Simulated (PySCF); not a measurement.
**Computed properties of propyne (C₃H₄), SMILES CC#C**

propyne (C3H4), SMILES CC#C. The structure is a stationary point at B3LYP-D3(BJ)/def2-TZVP. One conformer was computed; it need not be the lowest. All values are computed for the isolated molecule unless a solvent is named; none is compared with measurement here.

**Structure.** The optimised structure has C3v symmetry. All 15 harmonic modes at B3LYP-D3(BJ)/def2-TZVP (PySCF) are real, so it is a minimum. With heavy atoms numbered as in [CH3:1][C:2]#[CH:3], the shortest bond between them is C2–C3 at 1.200 Å and the longest C1–C2 at 1.454 Å.

**Vibrations.** The strongest infrared lines (harmonic, unscaled, degenerate partners summed) lie at 662 cm⁻¹ (101 km/mol, H 79 %, C 21 %), 3474 cm⁻¹ (63 km/mol, H 86 %, C 14 %), 347 cm⁻¹ (20 km/mol, C 73 %, H 27 %). The softest mode is at 347 cm⁻¹ and the zero-point energy is 34.8 kcal/mol.

**Electronic structure.** PBE0/def2-TZVPD (PySCF) places the frontier levels at -7.74 and 0.39 eV, a gap of 8.13 eV, and gives a dipole moment of 0.84 D and a mean polarisability of 36.3 bohr³. PBE/def2-TZVPD (PySCF) at the same geometry gives -6.51 and -0.18 eV, so its gap is 1.80 eV narrower. An orbital gap is neither the optical nor the fundamental gap.

**Excitations.** TDDFT-PBE0/def2-SVPD (PySCF) has S1 at 6.76 eV (183 nm, f = 0.000, dark); the most intense of the 10 singlets computed lies at 9.44 eV (f = 0.70). Strengths of degenerate partners are summed. T1 (TDA) is at 5.43 eV. TDDFT-PBE/def2-SVPD (PySCF) puts S1 at 6.71 eV. No vertical singlet excitation falls in the visible range (under 3.1 eV).

**NMR.** GIAO shifts at PBE0/pcSseg-2 (PySCF) (non-relativistic, atoms alike by connectivity averaged): ¹³C from 4.2 to 86.5 ppm against TMS; ¹H from 1.3 to 1.8 ppm against TMS.

**Solvation.** SMD-PBE0/6-31G* (PySCF) gives -0.7 kcal/mol in water, -3.0 kcal/mol in ethylethanoate, -3.7 kcal/mol in chlorobenzene (1 M in both phases, gas-phase geometry); of these solvents chlorobenzene holds the molecule best.
